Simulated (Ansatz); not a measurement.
The same path of C$_{3}$H$_{3}$FS (8 atoms, charge 0, multiplicity 1) was run twice with different band settings. The coordinate that changes most is the dihedral F1–C2–C3–S5.

The calculation used RKS PBE/def2-SVP (Ansatz).

Relaxed end points:

```xyz
8
Properties=species:S:1:pos:R:3
F -0.180 1.667 1.295
C 0.539 0.906 0.389
C -0.246 -0.222 -0.134
C -0.429 -1.470 -0.438
S -1.817 -0.501 -1.154
H 1.456 0.510 0.883
H 0.846 1.561 -0.461
H -0.077 -2.507 -0.436
```

```xyz
8
Properties=species:S:1:pos:R:3
F 0.558 0.823 1.743
C 0.484 0.944 0.371
C -0.123 -0.245 -0.250
C -0.661 -1.423 -0.245
S -0.530 -0.774 -1.991
H 1.505 1.093 -0.054
H -0.122 1.842 0.101
H -1.019 -2.318 0.270
```

Common settings: spring 5.0 eV/Å²; optimiser quadratic models (default); start path through a guess of the saddle point; force threshold 0.05 eV/Å; iteration limit 60; end points relaxed.

| run | movable images | climbing image |
| --- | --- | --- |
| 1 | 7 | yes |
| 2 | 8 | no |

What does each run give, and how far can it be trusted?

Run 1: converged after 8 iterations, highest image 0.071 eV above the first end. A vibrational analysis at the climbing image gives one clearly imaginary mode, 96i cm⁻¹: a first-order saddle point.
Run 2: converged after 8 iterations, highest image 0.069 eV above the first end. No image climbed, so the highest image needn't sit at the top of the path.
